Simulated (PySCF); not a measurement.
Basis set benchmark on one molecule

Molecule: `CC#P`, C₂H₃P.

Structure with atom numbers: `[CH3:1][C:2]#[P:3]`; H(Xn) means a hydrogen on atom n.

Geometry PBE0-D3(BJ)/def2-SVP throughout; GIAO in PySCF, gas phase, one conformer, non-relativistic; equivalent atoms averaged; functional PBE0.

Reference values (measured; solution, CHCl3; Yu. Yu. Rusakov, I. L. Rusakova, Phys. Chem. Chem. Phys. 2023, supporting information (pecS-n basis sets for 31P)): δ(P3) = -61.0 ppm vs 85 % H3PO4. Computed shifts are taken against H3PO4, calculated as an isolated molecule at each level.

Question: How do the basis sets pcSseg-0, cc-pVDZ, aug-cc-pVDZ, cc-pVTZ, IGLO-III, pcSseg-3 perform against the reference? Times are CPU seconds on 1 thread of an Arm Neoverse V1, shared host.

Answer: 
| basis set | functions | P3 | abs. error P | core-s |
| --- | --- | --- | --- | --- |
| pcSseg-0 | 37 | -65.6 | 4.6 | 1.9 |
| cc-pVDZ | 61 | -17.9 | 43.1 | 2.9 |
| aug-cc-pVDZ | 100 | -34.8 | 26.2 | 4.6 |
| cc-pVTZ | 136 | -43.8 | 17.2 | 8.8 |
| IGLO-III | 144 | -50.2 | 10.8 | 7.8 |
| pcSseg-3 | 319 | -56.2 | 4.8 | 44 |

For 31P the closest is pcSseg-0 (4.6 ppm, with pcSseg-3 practically level) and the furthest cc-pVDZ (43.1 ppm). Where a smaller basis beats a larger one, errors probably cancel; the largest sets show where the functional converges. One molecule is a small sample, and vibrational and solvent effects are absent from the calculation.

A small basis that lands close on one nucleus may do so by chance; judge by the trend and by all nuclei.
